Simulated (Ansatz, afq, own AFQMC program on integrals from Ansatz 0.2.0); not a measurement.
Where AFQMC and coupled cluster stand for H$_{2}$O⁻, doublet

```yaml
atoms:
  - { symbol: O, position_ang: [0.0000, -0.0725, -0.0042] }
  - { symbol: H, position_ang: [0.0000, 0.6060, 0.8284] }
  - { symbol: H, position_ang: [0.0000, 0.5449, -0.7618] }
```

Basis aug-cc-pVDZ. Only valence electrons are correlated. Integrals, coupled cluster, full CI and functionals: Ansatz 0.2.0; the random walks run on the same integrals in our own AFQMC program. The CISD trial takes its coefficients from CCSD amplitudes. Released means that phaseless walkers are propagated on without the constraint, phases kept. Uncertainties: one standard error, sampling alone.

Determinant: UHF, the one that the program's search chose, which needn't be the lowest solution. The geometry is a point of a scan.

No full CI on the walks' own integrals is used here; CCSDT(Q) serves as the reference and is uncertain by about the last step of the cluster series.

The T1 diagnostic is 0.0211. The weight of the determinant in the CISD state is 0.922 and the ⟨S²⟩ of the determinant is 0.751. The size of the correlated space is 9 electrons in 40 orbitals.

Reference: CCSDT(Q), correlation energy -6.750 eV. The released energy is read at 2.40 1/Eh (meV from the phaseless value at times in 1/Eh: -2 ± 11 at 0.24, -5 ± 11 at 0.51, 24 ± 10 at 0.99, 14 ± 12 at 1.62, -20 ± 16 at 2.40).

```tsv
level	E − E(reference) (mEh)	share of correlation (%)
HF	248.05	0.00
MP2	15.20	93.87
CCSD	7.74	96.88
CCSD(T)	0.99	99.60
CCSDT	0.67	99.73
ph-AFQMC/CISD	-0.17 ± 0.41	100.07
released AFQMC	-0.92 ± 0.60	100.37
```

A walk keeps the symmetry of its determinant, which the program's search chose and which needn't be the lowest solution, so a lower state of the same spin and another symmetry isn't excluded. Released energies are given only where the last usable release times agree within the noise; a slower fall can still hide under it.
